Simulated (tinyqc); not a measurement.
RHF in the sto-3g basis, for H3O+, spin multiplicity 1, step by step (part 2 of 2). Computed by tinyqc, a small Python program that keeps every step (integrals from PySCF). Command: `OMP_NUM_THREADS=1 python tinyqc.py 25776 25777 out.jsonl` (the two numbers bound the seeds that draw the settings). One thread of a shared host (Intel(R) Xeon(R) Processor @ 2.60GHz), about 0.1 s of CPU time with the checks.

Geometry (angstrom):

| atom | x | y | z |
|---|---|---|---|
| O | 0.0000 | 0.0000 | 0.0130 |
| H | 0.9820 | 0.0000 | 0.0000 |
| H | -0.4910 | 0.8500 | 0.0000 |
| H | -0.4910 | -0.8500 | 0.0000 |

## Iteration 2: building the Fock matrix

D after iteration 1, lower triangle:
```
          1O 1s   1O 2s   1O 2px   1O 2py   1O 2pz    2H 1s    3H 1s   4H 1s
1O 1s    2.0691
1O 2s   -0.4121  1.7317
1O 2px   0.0000  0.0002   1.2500
1O 2py   0.0000  0.0000   0.0000   1.2500
1O 2pz  -0.0021  0.0118   0.0000   0.0000   1.8373
2H 1s   -0.0371  0.1120   0.3805   0.0000  -0.0062   0.3101
3H 1s   -0.0371  0.1119  -0.1903   0.3296  -0.0062  -0.0426   0.3101
4H 1s   -0.0371  0.1119  -0.1903  -0.3296  -0.0062  -0.0426  -0.0426  0.3101
```

core Hamiltonian H = T + V (hartree), lower triangle:
```
           1O 1s    1O 2s   1O 2px   1O 2py   1O 2pz    2H 1s    3H 1s    4H 1s
1O 1s   -33.2322
1O 2s    -7.7338  -9.8424
1O 2px    0.0000   0.0002  -8.1071
1O 2py    0.0000   0.0000   0.0000  -8.1071
1O 2pz    0.0006   0.0070   0.0000   0.0000  -7.9301
2H 1s    -1.6745  -3.7662  -2.6380   0.0000   0.0369  -5.2564
3H 1s    -1.6760  -3.7685   1.3202  -2.2853   0.0369  -1.3073  -5.2579
4H 1s    -1.6760  -3.7685   1.3202   2.2853   0.0369  -1.3073  -1.3086  -5.2579
```

nuclear repulsion = 13.868840 hartree

Given earlier and not repeated: Two-electron integrals (ij|kl) in chemists' order.

J_ij = sum D_kl (ij|kl), K_ij = sum D_kl (ik|jl); F = H + J - 0.5 K; E = tr D H + tr D J / 2 - 0.25 tr D K + E_nn.

Coulomb J (hartree), lower triangle:
```
          1O 1s    1O 2s   1O 2px   1O 2py   1O 2pz   2H 1s   3H 1s   4H 1s
1O 1s   17.3723
1O 2s    3.2874   8.2499
1O 2px   0.0000   0.0000   8.2468
1O 2py   0.0000   0.0000   0.0000   8.2467
1O 2pz   0.0001  -0.0009   0.0000   0.0000   8.2327
2H 1s    0.7113   3.1501   2.4125   0.0000  -0.0323  4.9491
3H 1s    0.7120   3.1521  -1.2073   2.0900  -0.0324  1.0944  4.9504
4H 1s    0.7120   3.1521  -1.2073  -2.0900  -0.0324  1.0944  1.0955  4.9504
```

exchange K (hartree), lower triangle:
```
          1O 1s   1O 2s   1O 2px   1O 2py   1O 2pz   2H 1s   3H 1s   4H 1s
1O 1s    9.6245
1O 2s    1.6515  2.6877
1O 2px   0.0000  0.0000   2.0186
1O 2py   0.0000  0.0000   0.0000   2.0186
1O 2pz  -0.0002  0.0010   0.0000   0.0000   2.1429
2H 1s    0.3780  1.1291   0.7820   0.0000  -0.0112  1.0443
3H 1s    0.3783  1.1298  -0.3913   0.6774  -0.0112  0.3550  1.0450
4H 1s    0.3783  1.1298  -0.3913  -0.6774  -0.0112  0.3550  0.3554  1.0450
```

Fock matrix F (hartree), lower triangle:
```
           1O 1s    1O 2s   1O 2px   1O 2py   1O 2pz    2H 1s    3H 1s    4H 1s
1O 1s   -20.6721
1O 2s    -5.2722  -2.9364
1O 2px    0.0000   0.0002  -0.8696
1O 2py    0.0000   0.0000   0.0000  -0.8696
1O 2pz    0.0008   0.0055   0.0000   0.0000  -0.7689
2H 1s    -1.1521  -1.1806  -0.6166   0.0000   0.0101  -0.8294
3H 1s    -1.1532  -1.1813   0.3085  -0.5341   0.0101  -0.3903  -0.8300
4H 1s    -1.1532  -1.1813   0.3085   0.5341   0.0101  -0.3903  -0.3907  -0.8300
```

total energy of this density = -74.495662 hartree

This density is a damped mixture and is not idempotent, and it still holds part of the atomic start, so its energy may lie below the converged one.

## Iteration 2: DIIS over 2 matrices

error matrix X^T (FDS - SDF) X:
```
         1        2        3        4        5        6        7        8
1   0.0000  -0.0941   0.0000   0.0000   0.0004  -0.2920  -0.2922  -0.2922
2   0.0941   0.0000   0.0000   0.0000  -0.0010  -0.0505  -0.0506  -0.0506
3   0.0000   0.0000   0.0000   0.0000   0.0000   0.1774  -0.0887  -0.0887
4   0.0000   0.0000   0.0000   0.0000   0.0000   0.0000   0.1536  -0.1536
5  -0.0004   0.0010   0.0000   0.0000   0.0000  -0.0008  -0.0008  -0.0008
6   0.2920   0.0505  -0.1774   0.0000   0.0008   0.0000   0.0000   0.0000
7   0.2922   0.0506   0.0887  -0.1536   0.0008   0.0000   0.0000   0.0000
8   0.2922   0.0506   0.0887   0.1536   0.0008   0.0000   0.0000   0.0000
```

B (overlaps of the stored error matrices):
```
               1              2
1  1.3968695e+01  2.3351294e+00
2  2.3351294e+00  7.3387138e-01
```

Minimise |sum c_i e_i|^2 with sum c_i = 1: solve [B -1; -1 0][c; lambda] = [0; -1] with B_ij = tr e_i^T e_j, and take F = sum c_i F_i.

DIIS coefficients: -0.1596  1.1596

extrapolated F (hartree), lower triangle:
```
           1O 1s    1O 2s   1O 2px   1O 2py   1O 2pz    2H 1s    3H 1s    4H 1s
1O 1s   -20.5164
1O 2s    -5.2404  -2.8561
1O 2px    0.0000   0.0002  -0.8166
1O 2py    0.0000   0.0000   0.0000  -0.8166
1O 2pz    0.0008   0.0056   0.0000   0.0000  -0.7266
2H 1s    -1.1439  -1.1484  -0.6080   0.0000   0.0101  -0.7984
3H 1s    -1.1449  -1.1491   0.3043  -0.5267   0.0101  -0.3741  -0.7989
4H 1s    -1.1449  -1.1491   0.3043   0.5267   0.0101  -0.3741  -0.3745  -0.7989
```

## Iteration 2: diagonalisation and new density

X, lower triangle:
```
          1O 1s    1O 2s   1O 2px   1O 2py  1O 2pz    2H 1s    3H 1s   4H 1s
1O 1s    1.0250
1O 2s   -0.1503   1.3154
1O 2px   0.0000  -0.0001   1.1248
1O 2py   0.0000   0.0000   0.0000   1.1248
1O 2pz   0.0003  -0.0032   0.0000   0.0000  1.0000
2H 1s    0.0203  -0.2671  -0.2747   0.0000  0.0029   1.1959
3H 1s    0.0203  -0.2673   0.1374  -0.2380  0.0029  -0.0652   1.1961
4H 1s    0.0203  -0.2673   0.1374   0.2380  0.0029  -0.0652  -0.0653  1.1961
```

overlap S, lower triangle:
```
         1O 1s   1O 2s   1O 2px   1O 2py   1O 2pz   2H 1s   3H 1s   4H 1s
1O 1s   1.0000
1O 2s   0.2367  1.0000
1O 2px  0.0000  0.0000   1.0000
1O 2py  0.0000  0.0000   0.0000   1.0000
1O 2pz  0.0000  0.0000   0.0000   0.0000   1.0000
2H 1s   0.0509  0.4586   0.3846   0.0000  -0.0051  1.0000
3H 1s   0.0509  0.4589  -0.1925   0.3332  -0.0051  0.1911  1.0000
4H 1s   0.0509  0.4589  -0.1925  -0.3332  -0.0051  0.1911  0.1913  1.0000
```

Diagonalise F' = X^T F X, C = X C', fill 5 alpha and 5 beta electrons from the bottom; D = 2 C_occ C_occ^T; the new density keeps 0.2 of the old one (damping). Each column has its largest component positive (the first on a tie).

F' = X^T F X (hartree), lower triangle:
```
          1        2        3        4        5        6        7        8
1  -20.1298
2   -2.7132  -1.5174
3    0.0000  -0.0001  -0.5173
4    0.0000   0.0000   0.0000  -0.5173
5    0.0013  -0.0009   0.0000   0.0000  -0.7265
6   -0.1719  -0.4975  -0.5320   0.0000   0.0066  -0.2267
7   -0.1722  -0.4978   0.2662  -0.4609   0.0066  -0.0911  -0.2266
8   -0.1722  -0.4978   0.2662   0.4609   0.0066  -0.0911  -0.0912  -0.2266
```

orbital energies (hartree): MO1 -20.5259, MO2 -1.6545, MO3 -1.0056, MO4 -1.0055, MO5 -0.7266, MO6 0.1244, MO7 0.3527, MO8 0.3529

coefficients C:
```
            MO1      MO2      MO3      MO4      MO5      MO6      MO7      MO8
1O 1s    0.9937  -0.2394   0.0000  -0.0001  -0.0030  -0.1721  -0.0002   0.0000
1O 2s    0.0287   0.8595   0.0000   0.0003   0.0148   1.1078   0.0016   0.0000
1O 2px   0.0000  -0.0002   0.0000   0.6984   0.0000   0.0008  -0.9437   0.0000
1O 2py   0.0000   0.0000   0.6984   0.0000   0.0000   0.0000   0.0000   0.9437
1O 2pz  -0.0001  -0.0056   0.0000   0.0000   0.9999  -0.0179   0.0000   0.0000
2H 1s   -0.0052   0.1096   0.0000   0.3975  -0.0044  -0.6630   0.9880   0.0000
3H 1s   -0.0052   0.1097   0.3443  -0.1988  -0.0043  -0.6615  -0.4952  -0.8566
4H 1s   -0.0052   0.1097  -0.3443  -0.1988  -0.0043  -0.6615  -0.4952   0.8566
```

D after iteration 2, lower triangle:
```
          1O 1s   1O 2s   1O 2px   1O 2py   1O 2pz    2H 1s    3H 1s   4H 1s
1O 1s    2.0856
1O 2s   -0.3661  1.5300
1O 2px   0.0000  0.0002   1.0305
1O 2py   0.0000  0.0000   0.0000   1.0305
1O 2pz  -0.0033  0.0184   0.0000   0.0000   1.9671
2H 1s   -0.0576  0.1730   0.5203   0.0000  -0.0092   0.3342
3H 1s   -0.0576  0.1728  -0.2602   0.4507  -0.0092  -0.1156   0.3342
4H 1s   -0.0576  0.1728  -0.2602  -0.4507  -0.0092  -0.1156  -0.1157  0.3342
```

Within a degenerate level the vectors are fixed only up to a rotation; this is one choice.

## Iteration 16 (converged): orbitals

converged F (hartree), lower triangle:
```
           1O 1s    1O 2s   1O 2px   1O 2py   1O 2pz    2H 1s    3H 1s    4H 1s
1O 1s   -20.8205
1O 2s    -5.3025  -2.9680
1O 2px    0.0000   0.0002  -0.9064
1O 2py    0.0000   0.0000   0.0000  -0.9065
1O 2pz    0.0009   0.0049   0.0000   0.0000  -0.8904
2H 1s    -1.1555  -1.1909  -0.6504   0.0000   0.0106  -0.8631
3H 1s    -1.1565  -1.1916   0.3255  -0.5634   0.0106  -0.3796  -0.8637
4H 1s    -1.1565  -1.1916   0.3255   0.5634   0.0106  -0.3796  -0.3799  -0.8637
```

Diagonalise F' = X^T F X, C = X C', fill 5 alpha and 5 beta electrons from the bottom; D = 2 C_occ C_occ^T. Each column has its largest component positive (the first on a tie).

F' = X^T F X (hartree), lower triangle:
```
          1        2        3        4        5        6        7        8
1  -20.4334
2   -2.7271  -1.6227
3    0.0000  -0.0001  -0.5984
4    0.0000   0.0000   0.0000  -0.5984
5    0.0015  -0.0018   0.0000   0.0000  -0.8903
6   -0.1723  -0.5064  -0.5487   0.0000   0.0067  -0.2794
7   -0.1726  -0.5068   0.2745  -0.4753   0.0068  -0.0834  -0.2793
8   -0.1726  -0.5068   0.2745   0.4753   0.0068  -0.0834  -0.0834  -0.2793
```

orbital energies (hartree): MO1 -20.8294, MO2 -1.7543, MO3 -1.0988, MO4 -1.0988, MO5 -0.8904, MO6 0.0816, MO7 0.3044, MO8 0.3046

coefficients C:
```
            MO1      MO2      MO3      MO4      MO5      MO6      MO7      MO8
1O 1s    0.9940  -0.2410   0.0000  -0.0001  -0.0028  -0.1686  -0.0002   0.0000
1O 2s    0.0278   0.8744   0.0000   0.0003   0.0137   1.0961   0.0015   0.0000
1O 2px   0.0000  -0.0002   0.0000   0.7012   0.0000   0.0008  -0.9416   0.0000
1O 2py   0.0000   0.0000   0.7012   0.0000   0.0000   0.0000   0.0000   0.9416
1O 2pz  -0.0001  -0.0053   0.0000   0.0000   0.9999  -0.0172   0.0000   0.0000
2H 1s   -0.0051   0.1007   0.0000   0.3946  -0.0040  -0.6644   0.9892   0.0000
3H 1s   -0.0051   0.1008   0.3417  -0.1973  -0.0040  -0.6629  -0.4958  -0.8576
4H 1s   -0.0051   0.1008  -0.3417  -0.1973  -0.0040  -0.6629  -0.4958   0.8576
```

D after iteration 16, lower triangle:
```
          1O 1s   1O 2s   1O 2px   1O 2py   1O 2pz    2H 1s    3H 1s   4H 1s
1O 1s    2.0921
1O 2s   -0.3663  1.5310
1O 2px   0.0000  0.0001   0.9835
1O 2py   0.0000  0.0000   0.0000   0.9835
1O 2pz  -0.0033  0.0182   0.0000   0.0000   1.9996
2H 1s   -0.0586  0.1759   0.5534   0.0000  -0.0091   0.3317
3H 1s   -0.0586  0.1757  -0.2767   0.4793  -0.0091  -0.1353   0.3318
4H 1s   -0.0586  0.1757  -0.2767  -0.4793  -0.0091  -0.1353  -0.1353  0.3318
```

## Convergence

Stop when the energy changes by less than 1e-09 hartree and every element of the error matrix X^T (F D S - S D F) X is below 9e-06.

Course of the cycle:

| iteration | E (hartree) | change | largest element of the error matrix |
|---|---|---|---|
| 1 | -71.451256 | - | 1.22e+00 |
| 2 | -74.495662 | -3.04e+00 | 2.92e-01 |
| 3 | -75.157561 | -6.62e-01 | 5.13e-02 |
| 4 | -75.294069 | -1.37e-01 | 9.45e-03 |
| 5 | -75.321522 | -2.75e-02 | 1.90e-03 |
| 6 | -75.327021 | -5.50e-03 | 3.80e-04 |
| 7 | -75.328121 | -1.10e-03 | 7.65e-05 |
| 8 | -75.328342 | -2.20e-04 | 1.53e-05 |
| 9 | -75.328386 | -4.40e-05 | 3.06e-06 |
| 10 | -75.328394 | -8.80e-06 | 6.12e-07 |
| 11 | -75.328396 | -1.76e-06 | 1.22e-07 |
| 12 | -75.328396 | -3.52e-07 | 2.45e-08 |
| 13 | -75.328397 | -7.04e-08 | 4.90e-09 |
| 14 | -75.328397 | -1.41e-08 | 9.81e-10 |
| 15 | -75.328397 | -2.82e-09 | 1.96e-10 |
| 16 | -75.328397 | -5.63e-10 | 3.92e-11 |

PySCF RHF in the same basis = -75.328397 hartree

Converged in 16 iterations.

## Populations, bond orders and dipole

Mulliken: Z minus the diagonal of D S on the atom; Loewdin: the same with S^(1/2) D S^(1/2); Mayer order: 2 sum_s sum (D(s) S)_ij (D(s) S)_ji over the two atoms.

Charges (e):

| atom | Mulliken | Loewdin |
|---|---|---|
| 1O | -0.2881 | -0.0075 |
| 2H | 0.4294 | 0.3359 |
| 3H | 0.4293 | 0.3358 |
| 4H | 0.4293 | 0.3358 |

Mayer bond orders:

| pair | order |
|---|---|
| 2-1 | 0.7836 |
| 3-1 | 0.7836 |
| 3-2 | 0.0160 |
| 4-1 | 0.7836 |
| 4-2 | 0.0160 |
| 4-3 | 0.0160 |

dipole moment about the origin, x y z (debye): 0.0004  0.0000  -0.0425
